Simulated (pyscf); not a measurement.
PySCF, gas phase, ωB97X-D3(BJ)/def2-SVP geometries.

PBE/def2-TZVP puts the barrier of F–SiH(F)–O–SiH₃ + H atom (H•) → F–Si•(F)–O–SiH₃ + hydrogen (H₂) (hydrogen abstraction; doublet surface; H–Si broken, H–H formed) at 7.6 kJ/mol and the reaction energy at -31.9 kJ/mol, from the separated reactants. What do B3LYP-D3(BJ)/def2-TZVP, M06-2X/def2-TZVP, ωB97M-D3(BJ)/def2-TZVP give on the same structures?

B3LYP-D3(BJ): ΔE‡ = 12.9 kJ/mol, ΔE = -31.0 kJ/mol; M06-2X: ΔE‡ = 40.0 kJ/mol, ΔE = -25.4 kJ/mol; ωB97M-D3(BJ): ΔE‡ = 34.6 kJ/mol, ΔE = -12.0 kJ/mol. PBE's barrier lies under all of them, by 5.3 to 32.4 kJ/mol. Its reaction energy matches one of them and lies within 19.9 kJ/mol of the others. One saddle was located; it need not be the lowest between these sides. The angle at the transferred H is 179°.
